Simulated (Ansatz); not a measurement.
Process, species as SMILES: P (PH3) → PH3+ (doublet, bonded as P) + e-
B3LYP-D3(BJ)/def2-TZVP geometries, fixed; electronic energies without zero-point terms.

Basis-set convergence of the adiabatic ionisation energy at PBE with Ansatz (an electronic-structure program). Cartesian d functions, on some or all atoms, in 6-31G*, 6-31+G*, 6-311G**, 6-311+G**; all else is spherical. The program fits the integrals of some runs and decomposes those of others, by size. Open shells are unrestricted. No added dispersion term, no relativity. Functions are those of the species that has most. Reference: the value in pcseg-4, 9.774 eV. Deviations are taken from unrounded values.

| basis | functions | adiabatic ionisation energy (eV) |
|---|---|---|
| 6-31G* | 25 | 9.719 |
| 6-31+G* | 29 | 9.755 |
| def2-SVP | 33 | 9.705 |
| def2-SVPD | 48 | 9.742 |
| pcseg-1 | 33 | 9.744 |
| aug-pcseg-1 | 54 | 9.774 |
| cc-pV(D+d)Z | 38 | 9.728 |
| aug-cc-pV(D+d)Z | 59 | 9.785 |
| 6-311G** | 45 | 9.752 |
| 6-311+G** | 49 | 9.742 |
| def2-TZVP | 55 | 9.766 |
| def2-TZVPD | 70 | 9.774 |
| pcseg-2 | 76 | 9.764 |
| aug-pcseg-2 | 119 | 9.777 |
| cc-pV(T+d)Z | 81 | 9.769 |
| aug-cc-pV(T+d)Z | 124 | 9.780 |
| def2-TZVPP | 84 | 9.768 |
| def2-TZVPPD | 99 | 9.775 |
| cc-pV(Q+d)Z | 154 | 9.770 |
| aug-cc-pV(Q+d)Z | 227 | 9.773 |
| def2-QZVPP | 160 | 9.772 |
| def2-QZVPPD | 175 | 9.774 |
| pcseg-3 | 163 | 9.773 |
| aug-pcseg-3 | 236 | 9.774 |

What the diffuse functions change, pair by pair:
- 6-31G* to 6-31+G*: 4 more functions, deviation -0.055 to -0.019 eV
- def2-SVP to def2-SVPD: 15 more functions, deviation -0.069 to -0.032 eV
- pcseg-1 to aug-pcseg-1: 21 more functions, deviation -0.030 to 0.000 eV
- cc-pV(D+d)Z to aug-cc-pV(D+d)Z: 21 more functions, deviation -0.046 to 0.011 eV
- 6-311G** to 6-311+G**: 4 more functions, deviation -0.022 to -0.032 eV
- def2-TZVP to def2-TZVPD: 15 more functions, deviation -0.008 to 0.000 eV
- pcseg-2 to aug-pcseg-2: 43 more functions, deviation -0.010 to 0.003 eV
- cc-pV(T+d)Z to aug-cc-pV(T+d)Z: 43 more functions, deviation -0.005 to 0.006 eV
- def2-TZVPP to def2-TZVPPD: 15 more functions, deviation -0.006 to 0.001 eV
- cc-pV(Q+d)Z to aug-cc-pV(Q+d)Z: 73 more functions, deviation -0.004 to -0.001 eV
- def2-QZVPP to def2-QZVPPD: 15 more functions, deviation -0.002 to 0.000 eV
- pcseg-3 to aug-pcseg-3: 73 more functions, deviation -0.001 to 0.000 eV

They bring the value nearer the reference by more than 0.001 eV in 10 of 12 pairs.
